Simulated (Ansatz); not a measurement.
# Zinc-blende MgS (metastable phase)

Computed with LC-ωPBE (Ansatz, a first-principles code, plane waves, PAW).

Settings: plane-wave cutoff 460 eV, 8×8×8 k mesh, Fermi–Dirac smearing 0.01 eV, scalar-relativistic PAW data made under PBE.

Cell: relaxed at this level.

```json
{
  "equilibrium_volume_per_atom": "22.30 Å³/atom",
  "bulk_modulus": "63.9 GPa",
  "band_gap": "9.62 eV (on the SCF k mesh) (direct)",
  "width_of_the_whole_s_p_valence_band": "13.79 eV",
  "lattice_parameter_a": "5.629 Å",
  "pressure derivative B′ of the bulk modulus": "3.9"
}
```

Measured, for comparison: band gap 4.78 ± 0.1 eV (temperature not stated, extrapolated in composition from an alloy gap of 4.19 eV, direct; extrapolated from a Zn0.2Mg0.8S0.645Se0.355 epilayer; as tabulated in Lucero et al. (2012), arXiv:1111.4515). Computed (rounded) less measured: band gap +4.84 eV.

The computed numbers hold no vibrational or temperature effects.

Cost on a shared machine: around 10 core-minutes (rough).
